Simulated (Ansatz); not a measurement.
Body-centred tetragonal In: elastic constant C11 by level of theory

No measured value is used here.

```tsv
level (code)	value (GPa)	cell (Å³/atom)
LDA (Ansatz)	46.2	26.14
PBE (Ansatz)	48.7	27.47
PBEsol (Ansatz)	52.6	26.14
r²SCAN (Ansatz)	54.6	26.26
HSE06 (Ansatz)	69.3	26.65
```

HSE06: hybrids on metals are sensitive to the k mesh. HSE06: the run warned that the count of filled bands differs between k points. Values are at the level's own relaxed cell; LDA at the measured cell; PBEsol at the measured cell. Cutoffs and k meshes differ between the levels. Ansatz's density-functional and Hartree–Fock values are scalar-relativistic unless marked +SOC, with PAW data made under PBE.

Ansatz is a quantum-chemistry and plane-wave program.
